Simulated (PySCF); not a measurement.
Molecule: Vinyl ether, C4H6O.

Atom-mapped SMILES (the numbers label the heavy atoms): `[CH2:1]=[CH:2][O:3][CH:4]=[CH2:5]`. Hydrogens are named by the atom that carries them. Ha(C1), Ha(C5) are cis to O3; Hb(C1), Hb(C5) are trans to O3.

Geometry PBE0-D3(BJ)/def2-SVP throughout; GIAO in PySCF 2.14.0 with density-fitted response routines, gas phase, one conformer, non-relativistic; equivalent atoms averaged; functional PBE0.

(1) How do the shifts δ (against TMS, H2O at the same level) depend on the basis set? (ppm; last column core-seconds on shared hosts with different chips, so compare them loosely)

(2) Which nucleus moves most, in ppm?

(3) Taking the largest basis, pcSseg-2 (264 functions), as the yardstick, rank the others by their worst heavy-atom deviation.

Results:

(1) 
```csv
basis set,functions,C2/C4,C1/C5,O3,H(C2)/H(C4),Ha(C1)/Ha(C5),Hb(C1)/Hb(C5),core-s
STO-3G,31,122.8,86.2,92.2,5.22,4.61,4.46,1.6
6-31G,57,145.8,92.3,169.9,6.48,5.05,4.51,2.9
pcSseg-0,57,162.3,105.0,203.5,6.28,5.14,4.55,5.8
6-31G*,82,143.1,87.2,163.8,6.26,4.48,4.03,4.1
def2-SVP,100,147.4,89.8,188.1,6.01,4.60,4.05,4.7
cc-pVDZ,100,148.5,89.7,192.4,6.12,4.56,4.11,11
pcSseg-1,115,156.5,95.7,203.4,6.22,4.81,4.28,5.7
aug-cc-pVDZ,169,149.1,89.3,181.2,6.69,4.73,4.34,22
"6-311+G(2d,p)",171,155.1,92.7,191.6,6.59,4.68,4.19,11
def2-TZVP,191,156.5,93.2,198.3,6.59,4.65,4.24,13
cc-pVTZ,234,155.1,92.8,199.3,6.53,4.62,4.25,35
IGLO-III,235,160.1,95.9,196.7,6.57,4.68,4.25,34
pcSseg-2,264,161.3,97.1,197.9,6.54,4.74,4.30,19
```

(2) O3 (ether oxygen): from 92.2 ppm with STO-3G to 203.5 ppm with pcSseg-0. The smallest spread is 0.52 ppm, at Hb(C1)/Hb(C5). Proton shifts span only some 12 ppm, so a few tenths of a ppm matter as much there as several ppm in carbon.

(3) IGLO-III 1.2 ppm (235 functions), def2-TZVP 4.8 ppm (191 functions), pcSseg-1 5.5 ppm (115 functions), cc-pVTZ 6.2 ppm (234 functions), 6-311+G(2d,p) 6.3 ppm (171 functions), pcSseg-0 7.9 ppm (57 functions), cc-pVDZ 12.8 ppm (100 functions), def2-SVP 13.9 ppm (100 functions), aug-cc-pVDZ 16.8 ppm (169 functions), 6-31G 28.1 ppm (57 functions), 6-31G* 34.1 ppm (82 functions), STO-3G 105.7 ppm (31 functions).

A small basis that lands close on one nucleus may do so by chance; judge by the trend and by all nuclei.
